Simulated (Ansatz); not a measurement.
Which is lower?

Two relaxed structures of BSiH4O, doublet (PBE0-D4/def2-TZVP; forces vanish, vibrations not checked).

A:

B1  (-1.097, 0.434, -0.564)
Si2  (0.390, 0.144, 0.579)
O3  (1.573, -0.968, 0.370)
H4  (-1.249, -0.223, -1.552)
H5  (-1.869, 1.293, -0.257)
H6  (0.749, 0.844, 1.832)
H7  (1.503, -1.525, -0.409)
(Å)

B:

B1  (0.550, 0.052, 0.608)
Si2  (-0.948, 0.475, -0.614)
O3  (1.477, -0.912, 0.387)
H4  (-1.317, -0.389, -1.767)
H5  (-2.052, 1.376, -0.209)
H6  (0.689, 0.705, 1.603)
H7  (1.346, -1.423, -0.416)
(Å)

Program: Ansatz 0.2.0. Basis: def2-TZVPP. Cores are frozen in the correlated methods; orbitals are unrestricted. B3LYP uses VWN-RPA correlation.

Q: Which structure is lower at CCSD(T), and by how much? (An estimate is asked for; the value comes from the calculation.)

A: The calculation gives: B, by 0.193 eV (electronic energy, against the other). By their contacts, A is BSiH₄O ([BH2][SiH][OH]) and B is BSiH₄O ([OH][BH][SiH2]).

All methods give the same order:

```tsv
method	E(B) − E(A) (eV)
PBE-D4	-0.184
r2SCAN-D4	-0.148
PBE0-D4	-0.183
B3LYP-D4	-0.153
wB97M-V	-0.122
HF	-0.233
MP2	-0.154
CCSD	-0.191
CCSD(T)	-0.193
```

T1 diagnostic: at most 0.017. ⟨S²⟩ of the unrestricted Hartree–Fock references: 0.76 to 0.77 (a pure state has 0.75).

Labels in which every atom is bracketed show which atoms are joined, not bond orders.

For scale, one of the runs: CCSD(T)/def2-TZVPP, 160 basis functions, launched by `ansatz run in.yaml --threads 2 --pin off --events-out ev --progress --plain --max-ram 4352MiB`. Hardware: 2 CPU threads of an Arm Neoverse V1, shared host. Wall time 74 s; peak host memory 2.7 GiB.
